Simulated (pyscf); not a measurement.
Single points on ωB97X-D3(BJ)/def2-SVP structures (PySCF, gas phase).

SMILES: [Cl][W]([Cl])([Cl])([OH])([OH])[Cl]
```xyz
9

O     -1.0396    -0.7013    -0.2688
W      0.2059    -0.2920     1.0217
O      1.6418     0.4732     1.8803
Cl    -0.5259    -1.6691     2.6884
Cl     1.5457    -2.0281     0.2971
Cl     0.9717     1.1435    -0.7191
Cl    -1.1916     1.3368     1.8742
H     -1.1683    -0.3883    -1.1747
H      2.2941     1.1308     1.6032
```
Charge 0, spin multiplicity 1.

Question: How much does it cost (ΔH, 298 K, ωB97M-D3(BJ)/def2-TZVP) to split HO–W(OH)(Cl)(Cl)(Cl)–Cl (SMILES [OH][W]([OH])([Cl])([Cl])([Cl])[Cl]) at its O–W bond into OH• + [HO–W(Cl)(Cl)(Cl)–Cl]•?

Answer: O–W to OH• + [HO–W(Cl)(Cl)(Cl)–Cl]•: 2.86 eV. The 7 functionals that were run give +2.73 (M06-2X) to +3.47 eV (PBE). The radicals are drawn with the spin at the cut bond; how far it spreads was not checked. Other isomers of [HO–W(Cl)(Cl)(Cl)–Cl]• were not searched in full and may lie lower. Left out: the spin-orbit lowering of OH. Open-shell species with a d-block atom are single-reference here; other states, and whether the spin sits on metal or ligand, were not checked. Elements past Kr carry the def2 core potentials, without spin-orbit coupling.
